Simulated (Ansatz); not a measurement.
This script makes the interaction energy of a dimer with the counterpoise correction of N₂ with Ansatz 0.2.0 through its Python package.

Script `n2.py`:
```python
'''Interaction energy of two N2 molecules, with the counterpoise correction.'''

import ansatz

SETTINGS = {
    'basis_set': 'def2-SVPD',
    'method': 'mp2',
}

FIRST = [
    ('N', (0.0, 0.0, -0.655)),
    ('N', (0.0, 0.0, 0.655)),
]
SECOND = [
    ('N', (-3.0625, 0.7738, -2.3957)),
    ('N', (-2.341, 1.3295, -1.454)),
]

def energy(atoms, ghosts=()):
    molecule = ansatz.Crystal.molecule()
    for symbol, xyz in atoms:
        molecule = molecule.atom(symbol, xyz)
    calc = (
        molecule.calculation()
        .basis(gaussian=SETTINGS['basis_set'])
        .correlation(SETTINGS['method'])
    )
    deck = calc.input()
    if ghosts:
        deck = deck.set(ansatz.key.basis.gaussian.ghost_atoms, [{'symbol': s, 'position_ang': list(xyz)} for s, xyz in ghosts])
    return ansatz.Session.from_dict(deck).plan().execute().report['free_energy_ev']


def main() -> None:
    # ghost atoms carry the functions of the partner
    both = energy(FIRST + SECOND)
    alone = energy(FIRST) + energy(SECOND)
    ghosted = energy(FIRST, SECOND) + energy(SECOND, FIRST)
    print(f'dimer {both:.6f} eV')
    print(f'interaction, uncorrected   {23.060548 * (both - alone):8.3f} kcal/mol')
    print(f'interaction, counterpoise  {23.060548 * (both - ghosted):8.3f} kcal/mol')
    print(f'basis-set superposition    {23.060548 * (alone - ghosted):8.3f} kcal/mol')


if __name__ == '__main__':
    main()
```

How large is the interaction at this pose, and how much of it is basis-set superposition?

Uncorrected it is -1.015 kcal/mol, with the counterpoise correction 0.445 kcal/mol; the difference, 1.46 kcal/mol, is the superposition error. The sign changes with the correction, so this basis doesn't settle it.

What the script printed:

```console
$ python n2.py
dimer -5939.090444 eV
interaction, uncorrected     -1.015 kcal/mol
interaction, counterpoise     0.445 kcal/mol
basis-set superposition       1.461 kcal/mol
```

Notes:
- Total energies depend on the basis set; only differences at equal settings carry meaning.
- The dimer is a generated trial pose of unrelaxed monomers, not a minimum, so the figure is no binding energy, and the basis set is small.
- The spin state was assumed, and another may lie lower.
- Run time: 2.5 s on 1 thread of Arm Neoverse V2 (shared host), peak memory 0.19 GiB.
